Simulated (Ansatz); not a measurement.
Task: a test of scalar relativity of AlClH₃ (charge -1), SMILES [AlH3-][Cl], with the Python package of Ansatz (0.2.0). Give the script and its output. Settings (for the species named): Hartree-Fock, cc-pVTZ basis, multiplicity 1.

```xyz
5

Al   -0.1224    0.0086   -0.0031
Cl    2.0823   -0.1461    0.0529
H    -0.5417    1.4987   -0.3963
H    -0.7180   -0.3503    1.4347
H    -0.7002   -1.0109   -1.0883
```

`x2c_alclh3.py`
```python
"""AlClH3(-) with and without the spin-free two-component Hamiltonian."""

import ansatz as az
import numpy as np

GEOMETRY = """
Al   -0.12240    0.00860   -0.00310
Cl    2.08230   -0.14610    0.05290
H    -0.54170    1.49870   -0.39630
H    -0.71800   -0.35030    1.43470
H    -0.70020   -1.01090   -1.08830
"""

alclh3 = az.Crystal.molecule()
for line in GEOMETRY.strip().splitlines():
    symbol, *xyz = line.split()
    alclh3 = alclh3.atom(symbol, [float(v) for v in xyz])

model = alclh3.calculation().functional("HF").charge(-1).forces()
# a set contracted for a scalar-relativistic Hamiltonian goes with the relativistic run
sets = {"none": "cc-pVTZ", "scalar": "cc-pVTZ-DK"}
found = {kind: model.basis(gaussian=basis).pseudopotentials(relativity=kind).run(threads=1, backend="cpu").report for kind, basis in sets.items()}
for kind, each in found.items():
    dipole = 4.803205 * np.linalg.norm(each["charge_distribution"]["dipole_moment_e_ang"])
    print(f"{kind:7s} E = {each['free_energy_ev']:.4f} eV  dipole {dipole:.3f} D  largest force component {np.abs(each['forces_ev_ang']).max():.4f} eV/A")
print(f"relativity lowers the total energy by {found['none']['free_energy_ev'] - found['scalar']['free_energy_ev']:.3f} eV")
```

```console
$ python x2c_alclh3.py
none    E = -19137.5093 eV  dipole 2.709 D  largest force component 0.4639 eV/A
scalar  E = -19187.6663 eV  dipole 2.710 D  largest force component 0.4540 eV/A
relativity lowers the total energy by 50.157 eV
```

Total energies depend on the basis set; only differences at equal settings carry meaning. The geometry is a force-field or estimated start, not a minimum of this method. The basis set changes with the Hamiltonian (a set recontracted for scalar relativity), and most of the change in the total lies in the cores. An ion's dipole depends on the origin; the program takes it about the centre of nuclear charge. Anions want diffuse functions, which this basis lacks. Timing: 2.8 s on 1 thread of Arm Neoverse V1, with other jobs on the host, peak memory 0.24 GiB.
